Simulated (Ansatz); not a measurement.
Mulliken charges of `[CH2]1[AlH][SiH2]1` from ωB97M-V/def2-TZVPP in Ansatz (PBE0-D4/def2-TZVP geometry).

```tsv
atom	x (Å)	y (Å)	z (Å)	charge (e)
C1	-0.415	0.290	-0.762	-0.462
Al2	0.096	1.188	0.893	0.285
Si3	0.454	-1.040	0.323	0.084
H4	-1.502	0.134	-0.781	0.113
H5	-0.066	0.468	-1.779	0.112
H6	0.058	2.597	1.609	-0.067
H7	1.791	-1.426	-0.207	-0.032
H8	-0.323	-2.268	0.650	-0.033
```

By hand: the dipole of these point charges (1 e Å = 4.8032 D).

Σ q r = (0.030, 0.131, 0.224) e Å, of length 0.261 e Å = 1.25 D.

How does the dipole of the full density compare? (Estimate.)

Ansatz gave: (-0.066, 0.211, 0.028) e Å, 1.07 D; the point charges give 1.17 times that, at 57° from its direction.

Point charges leave out the atoms' own dipoles, such as those of lone pairs, and Mulliken's split depends on the basis, so the two needn't agree.
